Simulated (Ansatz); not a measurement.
Results of PBE-D4 (Ansatz, a program for electronic structure, plane waves, PAW) for rock-salt ZrC.

Numerical settings: plane-wave cutoff 520 eV, 20×20×20 k mesh, Fermi–Dirac smearing 0.05 eV, scalar-relativistic PAW data made under PBE.

Pressure at four volumes; x = ln(V/12.855 Å³). One pressure is withheld.

```tsv
V (Å³/atom)	x	P (GPa)
12.084	-0.0619	?
12.341	-0.0408	10.15
12.855	0.0000	0.02
13.627	0.0583	-11.82
```

Q: Pass a parabola P(x) through the three rows shown, estimate the bulk modulus and its pressure derivative near zero pressure, and predict the withheld pressure.

A: Slopes between the rows: (0.02 − (10.15))/(0.0000 − (-0.0408)) = -248.28 and (-11.82 − (0.02))/(0.0583 − (0.0000)) = -203.09 GPa. Their difference over the span 0.0991 is c = 45.19/0.0991 = 456.0 GPa, so P(x) = 10.15 + (-248.28)(x − (-0.0408)) + 456.0 (x − (-0.0408))(x − (0.0000)). At the middle row B = −dP/dx = −[-248.28 + 456.0 × 0.0408] = 229.7 GPa, and B′ = dB/dP = 2c/B = 4.0. At x = -0.0619 the parabola gives 15.98 GPa; the run gives 16.03 GPa. The Birch–Murnaghan fit to the energies at all volumes has B0 = 228 GPa and B′ = 4.0.

Measured, for comparison: bulk modulus 223 GPa (temperature not stated, no zero-point or thermal correction, from single-crystal elastic constants, our sources range from 208 to 223; as tabulated in arXiv:1102.4063). Computed (rounded) less measured: bulk modulus +2 % (+2 % to +10 % over the range). A static lattice is as a rule a little smaller and stiffer than an uncorrected measurement, which narrows the difference in the bulk modulus and would widen misses of the other sign.
